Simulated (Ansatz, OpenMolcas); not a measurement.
# HCl (hydrogen chloride): from total energies to a heat of formation

HCl: 2 atoms, total charge 0, spin state singlet. As SMILES, `Cl`. The coordinates come from a PBE0-D4/def2-TZVP relaxation.

```xyz
2

Cl    0.5460   -0.1785    0.2808
H    -0.5460    0.1785   -0.2808
```

Total energies at BHLYP/def2-TZVPPD (OpenMolcas 26.06); the atoms run unrestricted:

```
species    state  energy (Eh)
    HCl  singlet  -460.818224
     Cl  doublet  -460.156652
      H  doublet    -0.498545
```

Harmonic wavenumbers at PBE0-D4/def2-TZVP, in cm⁻¹: 2997.

Measured heats of formation of the gaseous atoms at 298.15 K, in kJ/mol: Cl 121.3, H 218.0. Spin-orbit lowering of the atoms at 298 K (mean of the ground term's levels less their thermal mean, from spectra), in kJ/mol: Cl 3.44. Take 1 Eh = 2625.50 kJ/mol, 1 cm⁻¹ = 0.0119627 kJ/mol, RT = 2.479 kJ/mol.

Question: Work out the heat of formation of the gas at 298 K.

Answer: 
1. Electronic atomisation energy: (-460.156652) + (-0.498545) − (-460.818224) = 0.163027 Eh = 428.0 kJ/mol.
2. Zero-point energy: half the sum of the wavenumbers, 1498.5 cm⁻¹ = 17.9 kJ/mol.
3. Thermal vibrational enthalpy, Σ hcν̃/(exp(hcν̃/kT) − 1): 0.0 kJ/mol. Translation, rotation and pV of a linear molecule: 3.5 RT = 8.7 kJ/mol.
4. The 2 free atoms carry 5/2 RT each: 12.4 kJ/mol.
5. Spin-orbit coupling lowers the free atoms by 3.44 = 3.4 kJ/mol.
6. Atomisation enthalpy at 298 K: 428.0 − 3.4 − 17.9 − 0.0 − 8.7 + 12.4 = 410.4 kJ/mol.
7. Sum of the atoms' heats of formation: 339.3 kJ/mol. Heat of formation: 339.3 − 410.4 = -71.1 kJ/mol.

The tabulated value is -92.2 kJ/mol (Active Thermochemical Tables), so this level is off by +21.1 kJ/mol, or 4.9 % of the atomisation enthalpy. Hybrids with much exact exchange underbind. Anharmonicity and any spin-orbit splitting of the molecule are left out.
